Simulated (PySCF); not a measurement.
Ionisation energy of Cl by level of theory

Cl [Ne] 3s2 3p5 (2P) → Cl⁺ [Ne] 3s2 3p4 (3P), as a difference of total energies. Calculation: PySCF 2.14, in aug-cc-pV(T+d)Z; no relativity, point nucleus. Correlated levels: valence: [Ne] frozen. The calculations carry no spin-orbit coupling.

| method | ionisation energy (eV) |
| --- | --- |
| UHF | 11.775 |
| MP2 (valence) | 12.769 |
| SCS-MP2 (valence) | 12.768 |
| CCSD (valence) | 12.728 |
| CCSD(T) (valence) | 12.777 |

Question: How much does correlation contribute at CCSD(T) (valence)?

Answer: 12.777 − (11.775) = 1.002 eV, measured against UHF.

Errors of the correlated levels include the incompleteness of this basis and the frozen core.

For comparison: 12.974 eV (measured; NIST levels, between the centres of gravity of the two terms).
